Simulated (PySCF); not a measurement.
Indirect couplings

Geometry (Å), atoms numbered from 1 in this order:
```xyz
12

C     1.2705    0.7619   -0.1282
C     1.3750   -0.5475    0.1424
C    -0.0328   -0.8707   -0.3342
C    -1.1724   -0.6462    0.6479
C    -1.2767    0.6632    0.3772
C    -0.1543    0.6529   -0.6491
H     1.9320    1.6197    0.0179
H     2.1543   -1.1669    0.5939
H    -0.1615   -1.6212   -1.1289
H    -1.6725   -1.3151    1.3531
H    -1.8944    1.4717    0.7768
H    -0.3703    1.0004   -1.6709
```

Indirect spin–spin couplings were computed at B3LYP/pcJ-1 (without the spin–dipole term) (PySCF) on a PBE0-D3(BJ)/def2-SVP structure, for the isolated molecule, without vibrational or relativistic corrections. Couplings are averaged over pairs made equivalent by symmetry, fast rotation or ring inversion, so a value needn't be that of the named pair in this geometry, while other rotamers aren't included; one pair stands for each set, and the list holds those of at least 0.8 Hz over up to four bonds.

Isotopes: $^{13}$C, $^{1}$H.

| pair | bonds | J (Hz) |
| --- | --- | --- |
| C1, C2 | 1 | 72.2 |
| C1, C6 | 1 | 35.3 |
| C1, H7 | 1 | ? |
| C3, C6 | 1 | 23.9 |
| C3, H9 | 1 | 164.0 |
| C1, C3 | 2 | -9.1 |
| C1, C5 | 2 | -6.9 |
| C1, H8 | 2 | 4.0 |
| C1, H12 | 2 | -4.5 |
| C3, H8 | 2 | ? |
| C3, H12 | 2 | -5.2 |
| C1, C4 | 3 | ? |
| C1, H9 | 3 | ? |
| C1, H11 | 3 | 0.9 |
| C3, H7 | 3 | 13.5 |
| H7, H8 | 3 | 2.9 |
| H7, H12 | 3 | ? |
| H9, H12 | 3 | ? |

Question: Estimate the withheld couplings, with signs.

Answer: 
- $^{1}J$(C1,H7) = 183.3 Hz (bond length 1.093 Å, sp2 carbon)
- $^{2}J$(C3,H8) = 5.1 Hz
- $^{3}J$(C1,C4) = 10.5 Hz
- $^{3}J$(C1,H9) = 4.4 Hz
- $^{3}J$(H7,H12) = 1.0 Hz
- $^{3}J$(H9,H12) = 2.7 Hz (dihedral angle 0°)
